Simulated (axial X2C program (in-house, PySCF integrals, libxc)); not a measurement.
## Nuclear properties of AlS⁺

Computed with an axial X2C code built on PySCF integrals: two-component X2C with atomic mean-field Coulomb and Gaunt terms, Gaussian nuclei, basis S dyall-av3z, Al dyall-v3z with contracted cores.

R = 2.196 Å (near the PBE0 minimum at charge 1 of the determinant lowest at the starting distance; the state shown can have its own minimum elsewhere).

Input and command:
```json
{"zs": [16, 13], "q": 1, "bas": ["dyall-av3z", "dyall-v3z"], "r0": 2.07, "levels": ["PBE0", "HF", "PBE50", "BHandHLYP", "TPSSh"], "nst": 3}
```
```bash
python soeom.py task.json out
```

Keys: zs atomic numbers; q charge; bas basis sets; r0 starting distance in Å; levels methods; nst determinants followed.

Determinant lowest in the PBE0 search, Ω = 2 (⟨Sz⟩ = 1.00, ⟨Lz⟩ = 1.00 at PBE0), spin on the atoms S 0.66, Al 0.34:

```csv
level,Eeff magnitude (GV/cm),Ws magnitude S (kHz),Ws magnitude Al (kHz),A∥/gI S (MHz),qzz S (a.u.),A∥/gI Al (MHz),qzz Al (a.u.)
PBE0,0.225,0.00775,0.0351,193,0.30,269,-0.81
HF,0.308,0.0166,0.042,192,0.29,276,-1.01
PBE50,0.25,0.0103,0.0373,192,0.33,274,-0.87
BHandHLYP,0.245,0.0089,0.0378,202,0.41,271,-0.84
TPSSh,0.215,0.00699,0.0339,205,0.20,278,-0.80
```

Eeff is the effective electric field on the electron electric dipole moment in this Ω state and Ws the scalar–pseudoscalar constant of the nucleus named (defined with the proton number Z and per Ω); A∥ (defined per Ω) follows by multiplying with gI = μI/(I μN); qzz is the electric field gradient, eQq0 = 234.96 MHz × Q/barn × qzz. The operators were transformed with the bare-nucleus X2C matrices; with these basis sets, hyperfine constants and field gradients can be off by tens of per cent, and where levels differ in sign neither size nor sign is settled.

Problem. With gI(33S) = 0.4292, gI(27Al) = 1.4566, Q(27Al) = 0.1466 barn (g factors from the IAEA table of nuclear moments by Stone; Q from Pyykkö, Mol. Phys. 2018), turn the PBE0 values of the first state into constants in MHz.

Solution. A∥(33S) = 193 × 0.4292 = 82.8 MHz; A∥(27Al) = 269 × 1.4566 = 392 MHz; eQq0(27Al) = 234.96 × (0.1466) × (-0.81) = -27.9 MHz.

Each state is one determinant with collinear spin, which with several unpaired electrons need not be a pure state. Unrestricted Hartree–Fock can overshoot spin polarisation at the nuclei. With several open shells hyperfine constants can be off by a factor of several. Open-shell Ω = 0 determinants with evenly filled partner blocks cannot be reached by this program, so the Ω shown need not be the lowest component. States lie within half an eV, so the first need not be the ground state. Further determinants of the search, some of them spin-mixed, are not shown. Where a field gradient or hyperfine factor spreads by more than a factor of two over the levels, a constant derived from it is not to be relied on.
